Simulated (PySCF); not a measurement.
**Reproducing measurements on methyl formate**

**Experimental background.**

From NIST CCCBDB Release 22 (SRD 101), experimental polarizabilities, for the gas: mean polarisability 5.05 Å³.

CORE65 (Golze, Keller, Rinke, J. Phys. Chem. Lett. 2020, 11, 1840), as tabulated in Jana, Herbert, J. Chem. Phys. 2023, 158, 094111, SI lists, for the gas: O 1s binding energy of O2 539.64 eV; O 1s binding energy of O4 538.24 eV.

How close the calculation comes is told at the end.

Species: methyl formate, C2H4O2.
Numbering: `[CH3:1][O:2][CH:3]=[O:4]` (hydrogens: H5, H6, H7 on C1; H8 on C3)

Geometry (GFN2-xTB, Å), atoms numbered from 1 in this order:
```xyz
8
C2H4O2 angstrom
C     -1.034   -0.089   -0.055
O      0.216   -0.665    0.321
C      1.309    0.041    0.097
O      1.379    1.126   -0.399
H     -1.570   -0.821   -0.657
H     -0.865    0.826   -0.625
H     -1.601    0.135    0.849
H      2.177   -0.543    0.444
```

The PySCF runs (gas phase, on this GFN2-xTB geometry; non-relativistic but for the core-level run):

```json
{"level": "CAM-B3LYP/def2-SVPD", "job": "8 singlets by full TDDFT, 3 Tamm–Dancoff triplets, polarisability", "basis functions": "118"}
{"level": "PBE0/def2-SVPD", "job": "6 singlets by full TDDFT, 2 Tamm–Dancoff triplets, polarisability", "basis functions": "118"}
{"level": "delta-SCF UKS SCAN, pcX-2 on the ionised atom, pcseg-1 elsewhere, spin-free X2C", "job": "ΔSCF core ionisation, 4 holes", "basis functions": "107"}
```

**Comparison with experiment**

**Mean polarisability.** Measured: 5.05 Å³ (NIST CCCBDB Release 22 (SRD 101), experimental polarizabilities).

```tsv
level	computed (Å³)	computed − measured (Å³)	% (from the printed values)
CAM-B3LYP/def2-SVPD	4.94	-0.11	-2
PBE0/def2-SVPD	4.95	-0.10	-2
```

Closest is PBE0/def2-SVPD (-0.10 Å³), furthest CAM-B3LYP/def2-SVPD (-0.11 Å³); one molecule doesn't rank methods. The computed values are static and purely electronic, with core orbitals frozen in the response (1 au = 0.148185 Å³). The table of measured values doesn't say here whether a value is static or optical, or holds a vibrational part. The measurement averages over conformers, the calculation has one.

**Core binding energies.** Delta-SCF UKS SCAN, pcX-2 on the ionised atom, pcseg-1 elsewhere, spin-free X2C in PySCF.

```tsv
level and atom	computed (eV)	measured (eV)	computed − measured (eV)
O 1s, O2	540.01	539.64	+0.37
O 1s, O4	538.21	538.24	-0.03
```

Sources, in the order of the opening: CORE65 (Golze, Keller, Rinke, J. Phys. Chem. Lett. 2020, 11, 1840), as tabulated in Jana, Herbert, J. Chem. Phys. 2023, 158, 094111, SI. Against the first value of each row the mean signed difference is +0.17 eV and the largest in size +0.37 eV. The computed values are vertical, without vibrational structure; measured positions hang on the energy calibration. 

No measured geometry was used, and the causes of the misses weren't examined.
